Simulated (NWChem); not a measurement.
System: methanol (CH₄O); SMILES CO

Parts of the log:

```
             Northwest Computational Chemistry Package (NWChem) 7.3.0
             --------------------------------------------------------

 CS  symmetry detected

                             Geometry "geometry" -> ""
                             -------------------------

 Output coordinates in angstroms (scale by  1.889725989 to convert to a.u.)

  No.       Tag          Charge          X              Y              Z
 ---- ---------------- ---------- -------------- -------------- --------------
    1 C                    6.0000    -0.01032978    -0.64951403     0.00000000
    2 O                    8.0000    -0.08784499     0.74566270     0.00000000
    3 H                    1.0000     0.49754911    -1.06087304    -0.89487500
    4 H                    1.0000    -1.03808684    -1.04236067     0.00000000
    5 H                    1.0000     0.49754911    -1.06087304     0.89487500
    6 H                    1.0000     0.80772721     1.09588933     0.00000000

 Effective nuclear repulsion energy (a.u.)      40.4952784031

      Symmetry information
      --------------------

 Group name             Cs
 Group number              2
 Group order               2
 No. of unique centers     5

                                 NWChem DFT Module
                                 -----------------

 Summary of "ao basis" -> "ao basis" (spherical)
 ------------------------------------------------------------------------------
       Tag                 Description            Shells   Functions and Types
 ---------------- ------------------------------  ------  ---------------------
 C                         def2-svpd                 8       20   4s2p2d
 O                         def2-svpd                 9       23   4s3p2d
 H                         def2-svpd                 4        8   2s2p

      Symmetry analysis of basis
      --------------------------

        a'         50
        a"         25

            General Information
            -------------------
          SCF calculation type: DFT
          Wavefunction type:  closed shell.
          No. of atoms     :     6
          No. of electrons :    18
           Alpha electrons :     9
            Beta electrons :     9
          Charge           :     0
          Spin multiplicity:     1
          Use of symmetry is: on ; symmetry adaption is: on
          Maximum number of iterations: 150
          AO basis - number of functions:    75
                     number of shells:    33
          Convergence on energy requested:  1.00D-06
          Convergence on density requested:  1.00D-05
          Convergence on gradient requested:  5.00D-04

              XC Information
              --------------
                         B3LYP Method XC Potential
                     Hartree-Fock (Exact) Exchange  0.200
                        Slater Exchange Functional  0.800 local
                    Becke 1988 Exchange Functional  0.720 non-local
              Lee-Yang-Parr Correlation Functional  0.810
                  VWN I RPA Correlation Functional  0.190 local

             Grid Information
             ----------------
          Grid used for XC integration:  medium
          Radial quadrature: Mura-Knowles
          Angular quadrature: Lebedev.
          Tag              B.-S. Rad. Rad. Pts. Rad. Cut. Ang. Pts.
          ---              ---------- --------- --------- ---------
          C                   0.70       49           8.0       434
          O                   0.60       49           8.0       434
          H                   0.35       45           9.0       434
          Grid pruning is: on
          Number of quadrature shells:   233
          Spatial weights used:  Erf1

      Superposition of Atomic Density Guess
      -------------------------------------

 Sum of atomic energies:        -114.31645374

      Non-variational initial energy
      ------------------------------

 Total energy =    -115.237034
 1-e energy   =    -234.932917
 2-e energy   =      79.200605
 HOMO         =      -0.377017
 LUMO         =       0.054424

      Symmetry analysis of molecular orbitals - initial
      -------------------------------------------------

  Numbering of irreducible representations:

     1 a'          2 a"

  Orbital symmetries:

     1 a'          2 a'          3 a'          4 a'          5 a'
     6 a"          7 a'          8 a'          9 a"         10 a'
    11 a'         12 a'         13 a"         14 a'         15 a'
    16 a"         17 a'         18 a"         19 a'

     ---------------------------------------------
      Total Density - Mulliken Population Analysis
     ---------------------------------------------

    Atom       Charge   Shell Charges
 -----------   ------   -------------------------------------------------------
    1 C    6     5.64   1.99  0.94 -0.15  0.09  1.86  0.82  0.05  0.04
    2 O    8     8.75   1.99  1.11  0.64  0.00  3.02  1.85  0.09  0.01  0.05
    3 H    1     0.96   0.70  0.18  0.02  0.06
    4 H    1     1.01   0.70  0.22  0.02  0.07
    5 H    1     0.96   0.70  0.18  0.02  0.06
    6 H    1     0.67   0.57  0.04  0.06  0.01

   convergence    iter        energy       DeltaE   RMS-Dens  Diis-err
 ---------------- ----- ----------------- --------- --------- ---------
 d= 0,ls=0.0,diis     1   -115.6080684240 -1.56D+02  1.47D-02  3.62D-01
 d= 0,ls=0.0,diis     2   -115.5988667076  9.20D-03  5.30D-03  5.31D-01
 d= 0,ls=0.0,diis     3   -115.6469338091 -4.81D-02  1.00D-03  2.28D-02
 d= 0,ls=0.0,diis     4   -115.6488509396 -1.92D-03  3.33D-04  1.03D-03
 d= 0,ls=0.0,diis     5   -115.6489581414 -1.07D-04  9.68D-05  9.88D-05
  Resetting Diis
 d= 0,ls=0.0,diis     6   -115.6489703108 -1.22D-05  1.22D-05  8.51D-07
 d= 0,ls=0.0,diis     7   -115.6489704157 -1.05D-07  2.49D-06  1.77D-08

         Total DFT energy =     -115.648970415666
      One electron energy =     -237.054199682350
           Coulomb energy =       96.387540616519
    Exchange-Corr. energy =      -15.477589752976
 Nuclear repulsion energy =       40.495278403141

 Numeric. integr. density =       17.999998857625

                  Occupations of the irreducible representations
                  ----------------------------------------------

                     irrep           alpha         beta
                     --------     --------     --------
                     a'                7.0          7.0
                     a"                2.0          2.0

                       DFT Final Molecular Orbital Analysis
                       ------------------------------------

 Vector    7  Occ=2.000000D+00  E=-4.360909D-01  Symmetry=a'
              MO Center= -2.9D-01, -1.2D-01,  7.1D-16, r^2= 1.5D+00
   Bfn.  Coefficient  Atom+Function         Bfn.  Coefficient  Atom+Function
  ----- ------------  ---------------      ----- ------------  ---------------
    26      0.350827  2 O  py                 5     -0.306095  1 C  px
    52      0.302795  4 H  s                  6     -0.263351  1 C  py
    29      0.188369  2 O  py                25     -0.167261  2 O  px
    53      0.136246  4 H  s                 28     -0.121901  2 O  px
    23      0.117353  2 O  s                 22      0.095338  2 O  s

 Vector    8  Occ=2.000000D+00  E=-3.436270D-01  Symmetry=a'
              MO Center= -1.7D-01,  4.1D-02,  1.3D-15, r^2= 1.8D+00
   Bfn.  Coefficient  Atom+Function         Bfn.  Coefficient  Atom+Function
  ----- ------------  ---------------      ----- ------------  ---------------
    25      0.393282  2 O  px                 5     -0.295210  1 C  px
    52      0.269313  4 H  s                 28      0.209995  2 O  px
    68      0.210528  6 H  s                 23     -0.207286  2 O  s
    26     -0.192083  2 O  py                53      0.189053  4 H  s
    44     -0.162104  3 H  s                 60     -0.162104  5 H  s

 Vector    9  Occ=2.000000D+00  E=-2.858608D-01  Symmetry=a"
              MO Center=  4.7D-02,  2.7D-01,  2.7D-16, r^2= 1.5D+00
   Bfn.  Coefficient  Atom+Function         Bfn.  Coefficient  Atom+Function
  ----- ------------  ---------------      ----- ------------  ---------------
    27      0.571576  2 O  pz                30      0.387215  2 O  pz
    44      0.215853  3 H  s                 60     -0.215853  5 H  s
     7     -0.200490  1 C  pz                45      0.134857  3 H  s
    61     -0.134857  5 H  s                 33      0.082101  2 O  pz
    10     -0.047622  1 C  pz                17      0.039746  1 C  d -1

 Vector   10  Occ=0.000000D+00  E= 8.256556D-03  Symmetry=a'
              MO Center=  9.4D-01,  5.2D-01, -9.5D-16, r^2= 5.5D+00
   Bfn.  Coefficient  Atom+Function         Bfn.  Coefficient  Atom+Function
  ----- ------------  ---------------      ----- ------------  ---------------
     4      2.439269  1 C  s                  3      1.423039  1 C  s
    45     -1.081945  3 H  s                 61     -1.081945  5 H  s
    69     -0.815771  6 H  s                 32      0.582480  2 O  py
    53     -0.567869  4 H  s                 73      0.447328  6 H  px
    31      0.364480  2 O  px                24      0.288187  2 O  s

 Vector   11  Occ=0.000000D+00  E= 3.976055D-02  Symmetry=a'
              MO Center=  4.0D-02, -1.0D+00, -3.1D-14, r^2= 7.2D+00
   Bfn.  Coefficient  Atom+Function         Bfn.  Coefficient  Atom+Function
  ----- ------------  ---------------      ----- ------------  ---------------
     4      4.058245  1 C  s                 24     -2.769222  2 O  s
     3      2.077876  1 C  s                 53     -1.752731  4 H  s
    45     -1.288160  3 H  s                 61     -1.288160  5 H  s
    69      0.993459  6 H  s                 57     -0.473627  4 H  px
    73     -0.447964  6 H  px                31     -0.424182  2 O  px

[...]
```

Level: B3LYP/def2-SVPD. Geometry: optimised at PBE0/def2-SVP. B3LYP is NWChem's, with the RPA form of VWN correlation.

Task: Reconstruct the input file.

Result: Several could match; the one computed here: the input that was run:
```
start job
memory heap 200 mb stack 900 mb global 1100 mb
geometry units angstroms noautoz
  C     -0.008379    -0.639520     0.000000
  O     -0.090741     0.755379     0.000000
  H      0.500926    -1.049112    -0.894875
  H     -1.034765    -1.035935     0.000000
  H      0.500926    -1.049112     0.894875
  H      0.803609     1.108715     0.000000
end
basis spherical
  * library def2-svpd
end
dft
  xc b3lyp
  iterations 150
  mulliken
end
task dft energy
```
